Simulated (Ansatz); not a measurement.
C3H6O can be A, `CC1CO1`, or B, `C/C=C/O`.

Computed with Ansatz on PBE0-D4/def2-TZVP structures; ΔE is electronic, products minus reactants. CBS: MP2 limit from def2 TZ/QZ plus the TZ coupled-cluster correction, frozen cores. DFT in def2-TZVPP. One conformer a species, not always the lowest.

(1) Which is lower in electronic energy at CCSD(T)/CBS, and by how much? (Best estimate.)

(2) Give E(B) − E(A) in kJ/mol with LDA (SPW92), ωB97M-V, PBE-D4, CCSD/def2-TZVPP, CCSD(T)/def2-TZVPP, r2SCAN-D4, MP2/def2-TZVPP. (Estimate.)

(3) Does the order hold for the free energy at 298.15 K (harmonic terms from PBE0-D4)? (Estimate.)

Largest T1 diagnostic: 0.011.

Results:

(1) Ansatz gave: B, by 56.7 kJ/mol.

(2) The calculation gave: LDA (SPW92) -49.9, ωB97M-V -52.5, PBE-D4 -50.9, CCSD/def2-TZVPP -53.9, CCSD(T)/def2-TZVPP -54.3, r2SCAN-D4 -51.5, MP2/def2-TZVPP -49.1. None reverses the order clearly.

(3) The calculation gave: Yes: G(B) − G(A) = -59.8 kJ/mol, for one conformer each.

In def2-TZVPP, CCSD(T) changes the Hartree–Fock value by +8.7 kJ/mol (the triples alone add −0.4 kJ/mol) and MP2 by +13.9 kJ/mol. From BLYP to BHLYP (50 % exact exchange), in def2-TZVPP and without D4, E(B) − E(A) moves by +5.6 kJ/mol.
